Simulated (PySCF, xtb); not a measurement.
CH₃O, SMILES [OH+]=C, charge +1. Atoms are numbered in the order given.

```xyz
5

C     -0.0341    -0.6279     0.0000
O      0.1320     0.6149     0.0000
H      0.8862    -1.2280     0.0000
H     -1.0372    -1.0817     0.0000
H     -0.7009     1.1580     0.0000
```
Charge +1, spin multiplicity 1.

Coordinates come from a PBE-D3(BJ)/def2-TZVP optimisation. The isomer is the one that the SMILES or the coordinates give; other isomers of the formula were not compared.

Level of theory: C-PCM-B3LYP/def2-TZVPD run with PySCF 2.14.0.

The values are the electrostatic part of the solvation free energy, E(continuum) − E(gas) at the gas-phase geometry, in a cavity of scaled van der Waals radii (PySCF's table); cavitation and dispersion terms are not included. In vacuum the orbital gap is 7.93 eV.

Computed values in water (ε = 78.36), ethylethanoate (ε = 5.99), diethylether (ε = 4.24):
| solvent | ε | ΔG(elec) (kcal/mol) | gap (eV) |
|---|---|---|---|
| water | 78.36 | -76.2 | 7.93 |
| ethylethanoate | 5.99 | -64.2 | 7.93 |
| diethylether | 4.24 | -58.9 | 7.93 |

For comparison, GFN2-xTB/ALPB(water) (xtb, at the GFN2-xTB geometry, all terms of that model) gives -79.3 kcal/mol.
